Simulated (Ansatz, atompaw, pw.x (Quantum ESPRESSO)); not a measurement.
From atom to crystal: PAW (atompaw) potential for H

| Quantity | Value |
| --- | --- |
| Element | hydrogen |
| Generator | atompaw 4.2.0.5 |
| Type | PAW |
| Functional | PBEsol |
| Relativity | scalar-relativistic |
| Frozen core | none |
| Valence charge | 1 |
| Reference configuration | 1s1 |
| Partial waves | 1s (bound): rc 1.25 bohr; 1s channel at 0.4 Ry: rc 1.25 bohr; 2p channel at -0.1 Ry: rc 1.25 bohr; 2p channel at 0.7 Ry: rc 1.25 bohr |
| Local potential | ultrasoft scheme with l = 2 at 0 Ry, radius 1.10 bohr |
| Core correction | none |
| Augmentation charge | gaussian compensation charge, radius 1.20 bohr; PAW radius 1.25 bohr; waves and projectors: custom rrkj gramschmidtortho |

Crystal test: fcc H in pw.x 7.5, no spin, 18³ k-points, Fermi–Dirac smearing 0.01 Ry, cutoffs 40/400 Ry. The reference is all-electron LAPW (Ansatz 0.2.0) with the same functional, mesh and smearing; V0 and B0 come from Birch–Murnaghan fits to the pressures at five volumes. Errors are pseudo minus all-electron; Δ is the rms difference of the E(V) curves that follow from these fits, minima aligned, over ±6 % about the mean V0. Mesh and smearing are coarse, so the numbers serve the comparison and aren't converged zero-temperature values; the lattice is a test structure that the element need not adopt.

| V (Å³/atom) | P all-electron (GPa) | P pseudo (GPa) |
| --- | --- | --- |
| 2.771 | 6.23 | 6.08 |
| 2.844 | 2.90 | 2.75 |
| 2.917 | -0.10 | -0.25 |
| 2.990 | -2.80 | -2.94 |
| 3.063 | -5.23 | -5.37 |

All-electron: a0 = 2.267 Å (V0 = 2.91 Å³/atom), B0 = 114.1 GPa.

Pseudopotential: mean pressure error (GPa): -0.15; a0 (Å): 2.266; a0 error (%): -0.04; B0 error (%): +0.2; Δ (meV/atom): 0.1.

Task: At the middle volume, how do free energy and pressure move when the wave cutoff is lowered (ecutrho held at 400 Ry)?

Result:

| cutoff (Ry) | shift of F (meV/atom) | shift of P (GPa) |
| --- | --- | --- |
| 18 | +49.3 | -6.96 |
| 24 | +12.8 | -2.25 |
| 32 | +1.0 | -0.25 |

The run at the middle volume (195 k-points, 3 iterations) took about 1.3 s on one core of a shared host (AMD EPYC 9R45 96-Core Processor, 96 threads, 376 GiB, load 34).
